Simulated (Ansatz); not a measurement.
## Ansatz (development build ahead of 0.2.0) run

```yaml
crystal:
  periodic: [false, false, false]
  atoms:
    - { symbol: C, position_ang: [0.36406, 0.21272, -0.03431] }
    - { symbol: O, position_ang: [0.6602, -0.87066, 0.31593] }
    - { symbol: O, position_ang: [-0.86994, 0.62852, -0.23235] }
    - { symbol: H, position_ang: [1.07787, 1.01583, -0.24289] }
    - { symbol: H, position_ang: [-1.47431, -0.08132, -0.04464] }
basis:
  gaussian: { orbitals: def2-SVP }
magnetization:
  spin_polarized: true
  initial_magnetization: 2
hamiltonian:
  xc: hf
output:
  forces: true
```

The input is written out in the form of the current development build from the run's settings.

Output:

| Property | Result |
| --- | --- |
| Converged | yes |
| Total energy | -188.44537 hartree |
| Spin squared of the determinant | 2.015 |
| Stability test | minimum |

Forces (eV/Å):
```tsv
atom	Fx	Fy	Fz
C1	-0.113	13.727	-4.215
O2	3.113	-12.492	4.013
O3	-3.139	-0.645	0.016
H4	0.298	-1.008	0.323
H5	-0.159	0.418	-0.137
```

Caution: another spin multiplicity may lie lower.
